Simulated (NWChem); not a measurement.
All runs are NWChem calculations. System: NO (-1), charge -1, spin multiplicity 3, at a geometry optimised with UPBE0/def2-SVP. The structure started from a generated list of species. Its SCF solution wasn't tested for a lower state. Level: UMP2/def2-SVPD, 2 core orbitals frozen.

The NWChem input:

```
start mol
memory heap 200 mb stack 900 mb global 1100 mb
charge -1
geometry units angstroms nocenter noautoz
  N      0.000000     0.000000     0.669030
  O      0.000000     0.000000    -0.585401
  symmetry group C2v
end
basis spherical
  * library def2-svpd
end
scf
  uhf
  nopen 2
  maxiter 100
  thresh 1e-7
  semidirect memsize 60000000 filesize 0
  # guess.movecs holds the orbitals of an unrestricted PBE0 run
  vectors input guess.movecs output mol.movecs
end
mp2
  freeze core 2
end
task mp2 energy
```

NWChem printed:

```
             Northwest Computational Chemistry Package (NWChem) 7.3.0
             --------------------------------------------------------

                                NWChem Input Module
                                -------------------

 Scaling coordinates for geometry "geometry" by  1.889725989
 (inverse scale =  0.529177249)

 Turning off AUTOSYM since
 SYMMETRY directive was detected!

                             Geometry "geometry" -> ""
                             -------------------------

 Output coordinates in angstroms (scale by  1.889725989 to convert to a.u.)

  No.       Tag          Charge          X              Y              Z
 ---- ---------------- ---------- -------------- -------------- --------------
    1 N                    7.0000     0.00000000     0.00000000     0.66903000
    2 O                    8.0000     0.00000000     0.00000000    -0.58540100

 Effective nuclear repulsion energy (a.u.)      23.6234005250

            Nuclear Dipole moment (a.u.)
            ----------------------------
        X                 Y               Z
 ---------------- ---------------- ----------------
     0.0000000000     0.0000000000     0.0000037795

      Symmetry information
      --------------------

 Group name             C2v
 Group number             16
 Group order               4
 No. of unique centers     2

      Symmetry unique atoms

     1    2


 Summary of "ao basis" -> "" (spherical)
 ------------------------------------------------------------------------------
       Tag                 Description            Shells   Functions and Types
 ---------------- ------------------------------  ------  ---------------------
 *                         def2-svpd                  on all atoms

 Summary of "ao basis" -> "ao basis" (spherical)
 ------------------------------------------------------------------------------
       Tag                 Description            Shells   Functions and Types
 ---------------- ------------------------------  ------  ---------------------
 N                         def2-svpd                 8       20   4s2p2d
[...]
  AO/Fock/Back tols     =   1.0D-09  1.0D-09  1.0D-09

 GA uses MA = F    GA memory limited = T

 Available:
  local mem=  1.26D+08
 global mem=  1.44D+08
 local disk=  0.00D+00
  mp2_memr nvloc                    34
  nvloc new                    34
   1 passes of   7:        3145728                       9840                    768726.
   1 passes of   7: M    126155074           G      144175502           F     123009346.

 Semi-direct pass number   1 of   1  for UHF alpha       at        0.2s
  vrange nnbf                   946
  mp2_eaftype                    10  avail_ma_in_mb                  1099
 EAF : mp2_eaftype filesize          10     384363.
  mp2_eaf for mointskh                     10
Node 0 wrote      1.8 Mb in      0.0 s     Agg I/O rate:   947.3 Mb/s
 Done moints_semi at        0.3s
  mp2_eaftype                    10  avail_ma_in_mb                  1089
 EAF : mp2_eaftype filesize          10     384363.
  mp2_eaf for kh                    10
 Done maket at        0.3s
 Done multipass loop at        0.3s

 GA uses MA = F    GA memory limited = T

 Available:
  local mem=  1.26D+08
 global mem=  1.44D+08
 local disk=  0.00D+00
  mp2_memr nvloc                    36
  nvloc new                    36
   1 passes of   5:        3145728                       8361                    582175.
   1 passes of   5: M    126155074           G      144175502           F     123009346.

 Semi-direct pass number   1 of   1  for UHF beta        at        0.3s
  vrange nnbf                   946
  mp2_eaftype                    10  avail_ma_in_mb                  1099
 EAF : mp2_eaftype filesize          10     291088.
  mp2_eaf for mointskh                     10
Node 0 wrote      1.4 Mb in      0.0 s     Agg I/O rate:  2282.7 Mb/s
 Done moints_semi at        0.3s
  mp2_eaftype                    10  avail_ma_in_mb                  1089
 EAF : mp2_eaftype filesize          10     291088.
  mp2_eaf for kh                    10
 Done maket at        0.4s
 Done multipass loop at        0.4s

          -------------------------------------------
          SCF energy                -129.136026920890
          Correlation energy          -0.326890108679
          Singlet pairs                0.000000000000
          Triplet pairs                0.000000000000
          Total MP2 energy          -129.462917029570
          -------------------------------------------

          ---------------------------------------------------
                    Spin Component Scaled (SCS) MP2
          Same spin pairs                     -0.094828643205
          Same spin scaling factor             0.333333333333
          Opposite spin pairs                 -0.232061465475
          Opposite spin scaling fact.          1.200000000000
          SCS-MP2 correlation energy          -0.310083306304
          Total SCS-MP2 energy              -129.446110227195
          ---------------------------------------------------

 -----------------------
 Performance information
 -----------------------

 Timer overhead =  1.75D-07 seconds/call

               Nr. of calls         CPU time (s)                 Wall time (s)                GFlops
             ---------------    -------------------     ------------------------------   -------------------
Name         Min   Avg   Max    Min     Avg     Max     Min     Avg     Max   Mx/calls   Min     Max     Sum
mp2: moin     2     2     2   0.16    0.16    0.16     0.16    0.16    0.16    7.78E-2   0.0     0.0     0.0
mp2: make     2     2     2   2.07E-2 2.07E-2 2.07E-2  2.07E-2 2.07E-2 2.07E-2 1.03E-2   0.0     0.0     0.0
mp2: tota     1     1     1   0.20    0.20    0.20     0.20    0.20    0.20    0.20      0.0     0.0     0.0

 The average no. of pstat calls per process was 5.00D+00
 with a timing overhead of 8.73D-07s

 Task  times  cpu:        0.3s     wall:        0.3s

 Total times  cpu:        0.4s     wall:        0.4s
```
